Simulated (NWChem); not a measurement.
Correlation energy of nitric oxide (NO)

```xyz
2

N      0.0000     0.0000     0.6093
O      0.0000     0.0000    -0.5331
```
Charge 0, spin multiplicity 2.

Everything below was run with NWChem. Structure: optimised with UPBE0/def2-SVP, a minimum by its harmonic frequencies.

Basis set: cc-pVTZ. Each correlation energy counts from its own Hartree-Fock reference.

The correlated methods keep 2 core orbitals frozen. The unpaired electrons of the parent sit in orbitals of symmetry b2 (C2v labels of the run); other states weren't searched. The stability of the SCF solutions was not checked. Open-shell Hartree-Fock references start from PBE0 orbitals. Coupled-cluster values serve here as a point of comparison, not as the truth.

Task: One of these methods gave a correlation energy of -395.7 mHa. Which?
A. CCSD on UHF
B. UMP2
C. CCSD(T) on ROHF
D. CCSD on ROHF

Result: B, UMP2. The others give -400.6 (CCSD on UHF), -426.8 (CCSD(T) on ROHF), -407.7 (CCSD on ROHF).
